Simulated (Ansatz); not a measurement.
Gas-phase reaction in SMILES: N (NH3) -> [NH2] (NH2) + H atom (the H-N bond breaks)

Wanted: bond dissociation energy (enthalpy at 298 K), in kcal/mol. Terms: open shells spin-unrestricted; non-relativistic; 6-31G* and kin with 6d, 5d where marked; LANL2DZ all-electron up to Ne; valence correlation only; 6-311+G** with 5d; spin-orbit terms left out. Basis-set limits of correlation are two-point, X^-3; Hartree-Fock from the larger set (for Q and 5 zeta extrapolated as (X+1)exp(-9√X)). First-principles rows: single points at B3LYP-D3(BJ) geometries (Ansatz, a program for electronic structure), with unscaled harmonic terms from B3LYP/6-31G* at its own minima.

Measured values: Active Thermochemical Tables 1.112 (ions: stationary electron), as tabulated in the package chemicals; G2/97 table in ASE (Curtiss et al.), the entry of H2N doubted and unchecked; they hold spin-orbit and core effects, anharmonicity. 

Value to compare with, the measured value: 108.1 kcal/mol.

```json
[
 {"level": "MP2/STO-3G", "program": "Ansatz", "bond dissociation energy (enthalpy at 298 K) (kcal/mol)": "96.0", "error": "-12.1"},
 {"level": "MP2/3-21G", "program": "Ansatz", "bond dissociation energy (enthalpy at 298 K) (kcal/mol)": "90.8", "error": "-17.3"},
 {"level": "MP2/LANL2DZ", "program": "Ansatz", "bond dissociation energy (enthalpy at 298 K) (kcal/mol)": "93.6", "error": "-14.5"},
 {"level": "MP2/6-31G*", "program": "Ansatz", "bond dissociation energy (enthalpy at 298 K) (kcal/mol)": "95.3", "error": "-12.8"},
 {"level": "MP2/6-311+G**", "program": "Ansatz", "bond dissociation energy (enthalpy at 298 K) (kcal/mol)": "103.4", "error": "-4.7"},
 {"level": "CCSD(T)/CBS(cc-pVQZ,cc-pV5Z)", "program": "Ansatz", "bond dissociation energy (enthalpy at 298 K) (kcal/mol)": "107.1", "error": "-1.0"}
]
```

Among the 5 habitual levels, MP2/3-21G lies farthest from the measured value (-17.3 kcal/mol) and MP2/6-311+G** nearest (-4.7); 0 of 5 lie above it, and their mean absolute error is 12.3 kcal/mol, the median 12.8. One case shows no general order.

The sets are all those run for this method; runs whose electronic state is in doubt are left out.
